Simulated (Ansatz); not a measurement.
System: hcp Co. Method: BLYP (plane waves, PAW; Ansatz, a quantum-chemistry and plane-wave program).

Numerical settings: plane-wave cutoff 520 eV, 30×30×16 k mesh (along the axes of the cell as run), Fermi–Dirac smearing 0.039 eV (set by the program), spin-polarised with parallel moments, scalar-relativistic PAW data made under PBE.

Computed at the level's own relaxed cell.

Problem. Predict the elastic constant C13, elastic constant C12, Poisson ratio, elastic constant C11, elastic constant C33, elastic constant C44 and elastic constant C66.

Solution. 
- elastic constant C13: 107 GPa
- elastic constant C12: 144 GPa
- Poisson ratio: 0.298
- elastic constant C11: 296 GPa
- elastic constant C33: 345 GPa
- elastic constant C44: 82.3 GPa
- elastic constant C66: 76.3 GPa

Measured, for comparison: elastic constant C13 102 GPa, elastic constant C12 165 GPa, elastic constant C11 306 GPa, elastic constant C33 357 GPa, elastic constant C44 75 GPa (temperature not stated, no zero-point or thermal correction; as tabulated in Steinle-Neumann et al. (1999), arXiv:cond-mat/9904431). Computed (rounded) less measured: elastic constant C13 +5 %, elastic constant C12 -13 %, elastic constant C11 -3 %, elastic constant C33 -3 %, elastic constant C44 +10 %. A static lattice is as a rule a little smaller and stiffer than an uncorrected measurement, which narrows the difference in the elastic constant C13, elastic constant C44 and would widen misses of the other sign.

Elastic constants are with the ions relaxed.

Static lattice: no zero-point or thermal effects.

Cost on a shared machine: very roughly 70 core-minutes.
